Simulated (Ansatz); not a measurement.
Born–Oppenheimer molecular dynamics of CH$_{5}$BF (8 atoms, charge 0, multiplicity 2). It starts at the highest image of a converged band. Of that band: Beside the main top the profile has a ripple of under 15 meV (maxima at images 1, 5), which may be a very shallow well or noise. Neighbouring images differ by up to 1.4 eV, so the band resolves the path poorly. A vibrational analysis at the climbing image gives one clearly imaginary mode, 568i cm⁻¹: a first-order saddle point.

All numbers below come from Ansatz 0.2.0, UKS B3LYP/def2-SVP.

- ensemble: NVE (velocity Verlet)
- time step: 0.5 fs
- steps asked: 200
- starting velocities drawn for: 300 K
- seed: 3400

Frames 0.5 fs apart, positions in Å, forces in eV/Å.

Velocities at 10.0 fs (Å/ps):

```
B -2.61 -0.90 -0.97
F 2.95 0.01 5.47
H 0.89 3.98 0.99
C -1.77 3.03 -5.11
H -7.62 -24.62 -14.82
H 2.29 4.72 -0.36
H 7.98 5.42 -12.18
H -10.04 -16.13 -5.50
```

```xyz
8
Properties=species:S:1:pos:R:3:forces:R:3 time_fs=10.0 energy_less_start_eV=0.085 T=191
B -0.019 0.023 0.086 0.03 -0.01 -0.44
F -0.250 -0.367 1.944 -0.28 -0.13 -0.07
H 1.046 -0.484 -0.111 0.07 -0.02 -0.09
C -1.340 0.072 -0.741 0.12 0.96 0.95
H -1.778 -0.887 -0.913 -0.35 -1.30 -0.25
H -2.114 0.666 -0.233 -0.10 0.12 0.05
H -1.196 0.539 -1.718 0.33 0.14 -0.33
H -0.044 0.562 1.486 0.18 0.23 0.19
8
Properties=species:S:1:pos:R:3:forces:R:3 time_fs=10.5 energy_less_start_eV=0.070 T=210
B -0.021 0.023 0.086 0.04 -0.01 -0.54
F -0.248 -0.367 1.946 -0.31 -0.22 -0.02
H 1.046 -0.482 -0.111 0.06 -0.02 -0.08
C -1.341 0.074 -0.744 -0.04 0.49 0.75
H -1.783 -0.901 -0.921 -0.12 -0.74 -0.15
H -2.113 0.668 -0.233 -0.12 0.09 0.02
H -1.192 0.542 -1.724 0.30 0.07 -0.18
H -0.049 0.554 1.484 0.20 0.34 0.20
8
Properties=species:S:1:pos:R:3:forces:R:3 time_fs=11.0 energy_less_start_eV=0.065 T=217
B -0.022 0.022 0.085 0.05 -0.02 -0.62
F -0.247 -0.367 1.949 -0.33 -0.30 0.03
H 1.047 -0.480 -0.110 0.04 -0.02 -0.08
C -1.342 0.076 -0.746 -0.21 0.02 0.53
H -1.787 -0.916 -0.929 0.10 -0.17 -0.05
H -2.112 0.671 -0.233 -0.12 0.06 -0.02
H -1.187 0.545 -1.731 0.25 0.00 -0.01
H -0.053 0.547 1.482 0.22 0.44 0.22
8
Properties=species:S:1:pos:R:3:forces:R:3 time_fs=11.5 energy_less_start_eV=0.071 T=209
B -0.023 0.022 0.084 0.06 -0.03 -0.69
F -0.245 -0.367 1.952 -0.35 -0.37 0.08
H 1.048 -0.478 -0.110 0.02 -0.02 -0.08
C -1.343 0.077 -0.748 -0.35 -0.40 0.32
H -1.792 -0.932 -0.937 0.30 0.35 0.05
H -2.112 0.674 -0.233 -0.13 0.03 -0.06
H -1.181 0.548 -1.738 0.21 -0.08 0.15
H -0.057 0.541 1.480 0.23 0.51 0.23
8
Properties=species:S:1:pos:R:3:forces:R:3 time_fs=12.0 energy_less_start_eV=0.087 T=189
B -0.024 0.021 0.083 0.07 -0.03 -0.75
F -0.244 -0.367 1.955 -0.36 -0.42 0.11
H 1.048 -0.476 -0.111 0.00 -0.02 -0.08
C -1.344 0.079 -0.750 -0.45 -0.74 0.13
H -1.795 -0.948 -0.946 0.46 0.80 0.14
H -2.112 0.677 -0.234 -0.13 -0.01 -0.10
H -1.175 0.551 -1.745 0.16 -0.16 0.31
H -0.060 0.537 1.479 0.24 0.57 0.23
8
Properties=species:S:1:pos:R:3:forces:R:3 time_fs=12.5 energy_less_start_eV=0.107 T=163
B -0.026 0.021 0.082 0.08 -0.03 -0.78
F -0.243 -0.368 1.957 -0.36 -0.44 0.13
H 1.049 -0.474 -0.111 -0.03 -0.02 -0.07
C -1.345 0.081 -0.752 -0.51 -0.99 -0.03
H -1.798 -0.961 -0.953 0.58 1.15 0.21
H -2.112 0.680 -0.234 -0.12 -0.04 -0.13
H -1.168 0.553 -1.751 0.11 -0.22 0.45
H -0.063 0.533 1.479 0.25 0.59 0.24
8
Properties=species:S:1:pos:R:3:forces:R:3 time_fs=13.0 energy_less_start_eV=0.127 T=138
B -0.027 0.021 0.081 0.09 -0.03 -0.79
F -0.242 -0.368 1.960 -0.36 -0.44 0.13
H 1.050 -0.473 -0.112 -0.05 -0.02 -0.07
C -1.346 0.082 -0.754 -0.54 -1.18 -0.14
H -1.799 -0.971 -0.960 0.66 1.41 0.26
H -2.112 0.682 -0.235 -0.11 -0.08 -0.17
H -1.161 0.555 -1.756 0.07 -0.26 0.55
H -0.065 0.531 1.479 0.25 0.59 0.24
8
Properties=species:S:1:pos:R:3:forces:R:3 time_fs=13.5 energy_less_start_eV=0.140 T=121
B -0.028 0.020 0.079 0.09 -0.02 -0.79
F -0.240 -0.368 1.963 -0.36 -0.42 0.12
H 1.051 -0.471 -0.112 -0.06 -0.02 -0.07
C -1.347 0.083 -0.757 -0.53 -1.28 -0.21
H -1.798 -0.979 -0.967 0.69 1.57 0.30
H -2.113 0.685 -0.236 -0.10 -0.11 -0.21
H -1.154 0.556 -1.759 0.03 -0.29 0.62
H -0.067 0.531 1.480 0.24 0.56 0.24
8
Properties=species:S:1:pos:R:3:forces:R:3 time_fs=14.0 energy_less_start_eV=0.145 T=114
B -0.029 0.019 0.078 0.09 0.00 -0.76
F -0.239 -0.368 1.966 -0.35 -0.38 0.10
H 1.051 -0.469 -0.113 -0.08 -0.02 -0.07
C -1.349 0.084 -0.759 -0.49 -1.33 -0.23
H -1.796 -0.982 -0.973 0.69 1.64 0.32
H -2.114 0.688 -0.238 -0.09 -0.13 -0.23
H -1.147 0.557 -1.761 -0.01 -0.30 0.65
H -0.067 0.532 1.481 0.23 0.51 0.24
8
Properties=species:S:1:pos:R:3:forces:R:3 time_fs=14.5 energy_less_start_eV=0.141 T=121
B -0.030 0.019 0.076 0.09 0.02 -0.72
F -0.238 -0.369 1.969 -0.34 -0.31 0.06
H 1.051 -0.468 -0.114 -0.09 -0.02 -0.07
C -1.350 0.084 -0.761 -0.42 -1.31 -0.20
H -1.792 -0.981 -0.978 0.66 1.63 0.32
H -2.115 0.690 -0.240 -0.08 -0.15 -0.26
H -1.140 0.557 -1.762 -0.03 -0.28 0.63
H -0.068 0.534 1.483 0.22 0.43 0.23
8
Properties=species:S:1:pos:R:3:forces:R:3 time_fs=15.0 energy_less_start_eV=0.127 T=138
B -0.032 0.019 0.074 0.08 0.05 -0.66
F -0.237 -0.369 1.971 -0.32 -0.23 0.01
H 1.051 -0.466 -0.115 -0.10 -0.02 -0.08
C -1.352 0.085 -0.763 -0.33 -1.23 -0.13
H -1.787 -0.977 -0.983 0.58 1.52 0.31
H -2.116 0.691 -0.243 -0.08 -0.17 -0.27
H -1.133 0.556 -1.760 -0.04 -0.25 0.58
H -0.068 0.537 1.485 0.20 0.33 0.23
8
Properties=species:S:1:pos:R:3:forces:R:3 time_fs=15.5 energy_less_start_eV=0.107 T=163
B -0.033 0.018 0.072 0.06 0.08 -0.59
F -0.236 -0.370 1.974 -0.30 -0.14 -0.04
H 1.051 -0.465 -0.117 -0.10 -0.02 -0.08
C -1.353 0.085 -0.766 -0.20 -1.09 -0.01
H -1.780 -0.969 -0.986 0.48 1.32 0.27
H -2.118 0.693 -0.247 -0.07 -0.17 -0.28
H -1.126 0.555 -1.758 -0.05 -0.20 0.50
H -0.067 0.541 1.488 0.18 0.22 0.22
```

Of the whole run (100 fs, mean temperature of the second half 215 K): The conserved energy stayed within 0.23 meV per atom of its start (net change 0.083 meV per atom), so the integration is sound. A run of 0.1 ps of so small a system gives no equilibrium averages.

The run took 4.8 min on 2 threads of Arm Neoverse V1, with other jobs on the host, peak memory 0.14 GiB.
